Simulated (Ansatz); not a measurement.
Geometry optimisation, RKS B3LYP-D4/def2-SVP in Ansatz 0.2.0.

Input:

```yaml
crystal:
  periodic: [false, false, false]
  atoms:
    - { symbol: Al, position_ang: [0.304876, -0.004359, -0.054318] }
    - { symbol: O, position_ang: [0.803655, -0.152302, 1.598444] }
    - { symbol: H, position_ang: [0.260016, -0.219894, 2.392742] }
    - { symbol: H, position_ang: [1.79969, 0.098388, -0.423924] }
    - { symbol: H, position_ang: [-1.142136, -0.003233, -0.695544] }
basis:
  gaussian: { orbitals: def2-SVP }
hamiltonian:
  xc: b3lyp
  dispersion: d4
relax:
  f_tol: 0.03
  max_steps: 50
```

Run as:

```bash
$ ansatz run input.yaml --threads 1 --pin off --max-ram 2048MiB --backend cpu --events-out ev --progress --plain --runs-dir out
```

**Question.** Where does it end, and by what steps?

**Answer.** It converged. After 5 steps the energy has fallen by 0.471 eV; H4 moved furthest, 0.39 Å.

```csv
step,energy less start (eV),largest force component (eV/Å),accepted
0,0.0000,1.432,yes
1,-0.3367,0.775,yes
2,-0.4566,0.399,yes
3,-0.4674,0.313,yes
4,-0.4703,0.074,yes
5,-0.4706,0.008,yes
```

```xyz
5
Properties=species:S:1:pos:R:3
Al 0.472 -0.005 0.047
O 0.720 -0.152 1.728
H 0.046 -0.243 2.408
H 1.784 0.129 -0.817
H -0.997 -0.010 -0.548
```

Whether the end is a true minimum wasn't checked by a vibrational analysis.

Run time: 6.2 s on 1 thread of Arm Neoverse V1 (shared host), peak memory 0.094 GiB.
